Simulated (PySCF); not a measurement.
**Excited states of 1-pentene, C₅H₁₀**

Level of theory: PySCF 2.14.0, TDA wB97X-D/def2-TZVPD excited states, vertical, IEF-PCM dimethylsulfoxide (non-equilibrium response). Geometry: PBE0-D3(BJ)/def2-TZVP.

Input:
```
{"job": {"kind": "states", "xc": "wB97X-D", "basis": "def2-TZVPD", "tda": true, "soc": true, "nstates": 6, "ntriplets": 5, "nquad": 4, "solvent": "dimethylsulfoxide"}, "charge": 0, "multiplicity": 1}
C      2.471639     0.912642     0.327727
C      1.621258    -0.039081    -0.030435
C      0.266483    -0.252733     0.555248
C     -0.850269    -0.142918    -0.478965
C     -2.223251    -0.404002     0.114568
H      2.226020     1.621762     1.112475
H      3.441442     1.017701    -0.144601
H      1.907515    -0.725752    -0.825917
H      0.095862     0.467297     1.362320
H      0.221896    -1.250189     1.011698
H     -0.819872     0.853892    -0.930226
H     -0.657198    -0.850640    -1.292561
H     -2.445994     0.303165     0.918158
H     -3.009083    -0.309550    -0.637818
H     -2.285234    -1.410782     0.536639
```
Coordinates are in Å.

Command: `OMP_NUM_THREADS=1 python excited_run.py task.json out`

Question: Show the output.

Answer: H and L stand for HOMO and LUMO.
```
coarse grid: 11632 points
cycle   1  E = -196.5292615113  dE =  4.836e-01  |g| = 2.688e-01  |ddm| = 3.610e+00
cycle   2  E = -196.5435163688  dE = -1.425e-02  |g| = 1.644e-01  |ddm| = 1.622e+00
cycle   3  E = -196.5500151161  dE = -6.499e-03  |g| = 2.238e-02  |ddm| = 2.897e-01
cycle   4  E = -196.5501884641  dE = -1.733e-04  |g| = 6.885e-03  |ddm| = 1.596e-01
cycle   5  E = -196.5502017578  dE = -1.329e-05  |g| = 2.756e-03  |ddm| = 3.351e-02
cycle   6  E = -196.5502043517  dE = -2.594e-06  |g| = 6.280e-04  |ddm| = 1.993e-02
final grid: 109760 points
cycle   7  E = -196.5388271196  dE = -1.802e-04  |g| = 3.995e-03  |ddm| = 7.632e-01
cycle   8  E = -196.5388304128  dE = -3.293e-06  |g| = 2.204e-03  |ddm| = 9.518e-02
cycle   9  E = -196.5388315049  dE = -1.092e-06  |g| = 5.692e-04  |ddm| = 1.397e-02
cycle  10  E = -196.5388316026  dE = -9.769e-08  |g| = 1.852e-04  |ddm| = 6.955e-03
cycle  11  E = -196.5388316113  dE = -8.746e-09  |g| = 5.059e-05  |ddm| = 8.656e-04
cycle  12  E = -196.5388316122  dE = -8.848e-10  |g| = 1.331e-05  |ddm| = 3.909e-04
converged SCF energy = -196.5388316122

Singlet excitations
state   eV       nm        f     d(h-e)  d(exc)  Lambda  PR(NTO)  |dmu|/D   mu/D   main configurations
  1   7.1254   174.0   0.08473   0.672   3.460   0.430   1.008    3.988    4.497   H->L 0.65, H->L+2 0.19, H->L+1 0.09
  2   7.5186   164.9   0.68312   0.353   2.627   0.705   1.128    2.140    2.739   H->L+1 0.80, H->L 0.12
  3   7.7814   159.3   0.00274   0.270   3.616   0.254   1.057    1.218    1.649   H->L+3 0.71, H->L+4 0.14
  4   8.0189   154.6   0.00179   0.354   2.553   0.458   1.105    1.639    2.239   H-2->L+1 0.68, H-2->L 0.13
  5   8.1015   153.0   0.02175   1.097   3.996   0.280   1.078                     H->L+2 0.36, H->L+4 0.31, H->L+5 0.19
  6   8.3140   149.1   0.01459   1.982   4.179   0.287   1.053                     H->L+4 0.46, H->L+3 0.17, H->L+5 0.11

Triplet excitations (Tamm-Dancoff)
state   eV     d(h-e)  d(exc)  Lambda  PR(NTO)   main configurations
  1   4.6100   0.023   2.054   0.694   1.007   H->L+1 0.77, H->L 0.14
  2   7.1449   0.739   3.472   0.439   1.015   H->L 0.63, H->L+2 0.19, H->L+1 0.12
  3   7.5722   0.346   2.470   0.456   1.108   H-2->L+1 0.65, H-2->L 0.12
  4   7.7535   0.141   3.591   0.258   1.101   H->L+3 0.68, H->L+4 0.17
  5   8.0535   1.192   3.995   0.276   1.051   H->L+2 0.35, H->L+4 0.27, H->L+5 0.20
S1 - T1 = 2.5154 eV

Spin-orbit couplings |<S|Hso|T>| (cm-1)
             T1       T2       T3       T4       T5
S0        0.040    6.220   11.864    8.673    4.112
S1        3.467    0.227    0.517    1.764    0.215
S2        0.204    3.458    2.567    1.403    2.155
S3        1.744    2.021    0.410    0.161    0.627
S4        1.631    0.439    0.391    0.231    0.304
S5        2.531    0.646    0.175    0.726    0.290
S6        0.979    1.153    1.444    3.540    1.102
T1 sublevels (cm-1): 0.000 0.000 0.000   radiative rates (1/s): 0.344 0.00283 0.207
```

It took 32 s wall time on 1 thread of an Intel Xeon 6975P-C, shared host, peak memory 0.99 GiB.
